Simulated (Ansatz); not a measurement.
We consider 1T (CdI2-type) HfTe₂, described by PBE0 (plane waves, PAW; Ansatz, a program for electronic structure).

Settings: plane-wave cutoff 460 eV, 9×9×4 k mesh (along the axes of the cell as run), Fermi–Dirac smearing 0.05 eV, scalar-relativistic PAW data made under PBE.

Cell (relaxed at this level):

```yaml
crystal:
  lattice:
    - [4.00362, 0.00000, 0.00000]
    - [-2.00181, 3.46723, 0.00000]
    - [0.00000, 0.00000, 7.12239]
  atoms:
    - { symbol: Hf, position: [0.00000, 0.00000, 0.00000] }
    - { symbol: Te, position: [0.33333, 0.66667, 0.24390] }
    - { symbol: Te, position: [0.66667, 0.33333, 0.75610] }
```

Q: Give the computed band gap.

A: 
- band gap = 0.72 eV (on the SCF k mesh)

Note: the cell comes from a level without a dispersion term, which matters for the spacing of layers, chains or molecules; the relaxation could not lower the start's symmetry, so the cell can be a saddle point above a distorted one; the cell has widely spaced layers and the level no dispersion term, so their spacing and the moduli can rest on weak binding.

Spin–orbit coupling is not included; with these elements it can move the gap by several tenths of an eV or more.

Static lattice: no zero-point or thermal effects.

Cost on a shared machine: about 2.8 core-hours (a rough figure).
